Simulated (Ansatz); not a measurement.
1T (CdI2-type) SnSe2, treated with PBEsol (Ansatz, an electronic-structure program, PAW).

Numerical settings: plane-wave cutoff 500 eV, 12×12×6 k mesh (along the axes of the cell as run), Fermi–Dirac smearing 0.05 eV, scalar-relativistic PAW data made under PBE.

Computed at the level's own relaxed cell.

### Question
Give the computed volume per atom, equilibrium lattice constant a and lattice parameter c.

### Answer

- volume per atom = 25.89 Å³/atom
- equilibrium lattice constant a = 3.818 Å
- lattice parameter c = 6.154 Å

Measured, for comparison: lattice parameter c 6.14 Å (temperature not stated, not corrected to a static lattice; as tabulated in Gonzalez and Oleynik (2016), arXiv:1609.04381). Computed (rounded) less measured: lattice parameter c +0.2 %.

Note: the cell comes from a level without a dispersion term, which matters for the spacing of layers, chains or molecules.

Spin–orbit coupling is not included.

It cost very roughly 110 core-seconds of CPU time.
